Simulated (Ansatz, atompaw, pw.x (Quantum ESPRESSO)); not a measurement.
## What a changed setting does to a pw.x run (fcc Bi)

Potential: PAW, atompaw 4.2.0.5, PBEsol; core [Kr] 4d10 4f14, reference 5s2 5p6 5d10 6s2 6p3; waves: 5s (bound): rc 1.50 bohr; 6s (bound): rc 1.80 bohr; 5p (bound): rc 1.20 bohr; 6p (bound): rc 1.80 bohr; 5d (bound): rc 1.80 bohr; 5d channel at -1.3 Ry: rc 1.75 bohr; local part: ultrasoft scheme with l = 3 at 0.5 Ry, radius 1.40 bohr; core correction: smooth core density matched at 1.70 bohr; augmentation: sinc compensation charge, radius 1.30 bohr; PAW radius 1.80 bohr; waves and projectors: custom rrkj gramschmidtortho.

The reference run (k-mesh 12³, cutoffs 135/900 Ry, Fermi–Dirac 0.01 Ry, mixing_beta 0.4, conv_thr 1e-9, no spin) gives -0.33 GPa at 30.203 Å³/atom, where all-electron LAPW gives -0.04 GPa. This run, with its own iteration cap, changes mixing_mode to TF.

```
&control
  calculation='scf', prefix='x', pseudo_dir='./', outdir='./tmp', tstress=.true., disk_io='none'
/
&system
  ibrav=0, nat=1, ntyp=1, ecutwfc=135, ecutrho=900, nbnd=20,
  occupations='smearing', smearing='fd', degauss=0.01
/
&electrons
  conv_thr=1e-09, mixing_beta=0.4, electron_maxstep=60, mixing_mode='TF'
/
ATOMIC_SPECIES
Bi 1.0 Bi.UPF
CELL_PARAMETERS angstrom
  0.00000000 2.47176225 2.47176225
  2.47176225 0.00000000 2.47176225
  2.47176225 2.47176225 0.00000000
ATOMIC_POSITIONS crystal
Bi 0.0000 0.0000 0.0000
K_POINTS automatic
12 12 12 0 0 0
```

```bash
pw.x < Bi.scf.in > Bi.scf.out
```

**Question.** How does the run end?

**Answer.** It converges in 10 iterations; the free energy moves by +0.0 meV/atom and the pressure by +0.02 GPa. The result is that of the reference run.

```
Message from routine setup:
     using ibrav=0 with symmetry is DISCOURAGED, use correct ibrav instead
     lattice parameter (alat)  =       6.6057  a.u.
     unit-cell volume          =     203.8199 (a.u.)^3
     number of electrons       =        23.00
     number of Kohn-Sham states=           20
     kinetic-energy cutoff     =     135.0000  Ry
     charge density cutoff     =     900.0000  Ry
     scf convergence threshold =      1.0E-09
     Exchange-correlation= SLA PW PSX PSC
     number of k points=    72  Fermi-Dirac smearing, width (Ry)=  0.0100
     iteration #  1     ecut=   135.00 Ry     beta= 0.40
     c_bands:  1 eigenvalues not converged
     c_bands:  2 eigenvalues not converged
     c_bands:  3 eigenvalues not converged
     c_bands:  1 eigenvalues not converged
     c_bands:  2 eigenvalues not converged
     c_bands:  1 eigenvalues not converged
     [... 6 repeated lines left out ...]
     total energy              =   -1162.49677518 Ry
     estimated scf accuracy    <       0.00247568 Ry
     iteration #  2     ecut=   135.00 Ry     beta= 0.40
     [... 1 repeated lines left out ...]
     total energy              =   -1162.49632804 Ry
     estimated scf accuracy    <       0.00121052 Ry
     iteration #  3     ecut=   135.00 Ry     beta= 0.40
     total energy              =   -1162.49653673 Ry
     estimated scf accuracy    <       0.00008538 Ry
     iteration #  4     ecut=   135.00 Ry     beta= 0.40
     [... 1 repeated lines left out ...]
     total energy              =   -1162.49654630 Ry
     estimated scf accuracy    <       0.00000855 Ry
     iteration #  5     ecut=   135.00 Ry     beta= 0.40
     total energy              =   -1162.49654972 Ry
     estimated scf accuracy    <       0.00000128 Ry
     iteration #  6     ecut=   135.00 Ry     beta= 0.40
     total energy              =   -1162.49655037 Ry
     estimated scf accuracy    <       0.00000010 Ry
     iteration #  7     ecut=   135.00 Ry     beta= 0.40
     total energy              =   -1162.49655056 Ry
     estimated scf accuracy    <       0.00000001 Ry
     iteration #  8     ecut=   135.00 Ry     beta= 0.40
     total energy              =   -1162.49655056 Ry
     estimated scf accuracy    <       0.00000001 Ry
     iteration #  9     ecut=   135.00 Ry     beta= 0.40
     total energy              =   -1162.49655056 Ry
     estimated scf accuracy    <          1.1E-09 Ry
     iteration # 10     ecut=   135.00 Ry     beta= 0.40
     the Fermi energy is    14.0712 ev
!    total energy              =   -1162.49655056 Ry
     estimated scf accuracy    <          1.0E-10 Ry
     smearing contrib. (-TS)   =      -0.00300140 Ry
     convergence has been achieved in  10 iterations
          total   stress  (Ry/bohr**3)                   (kbar)     P=       -3.07
     Message from routine punch:
     Nothing written, as per user request (disk_io='none')
```

The run took about 2.6 min on one core of a shared host (AMD EPYC 7R43 64-Core Processor, 256 threads, 1004 GiB, load 126).
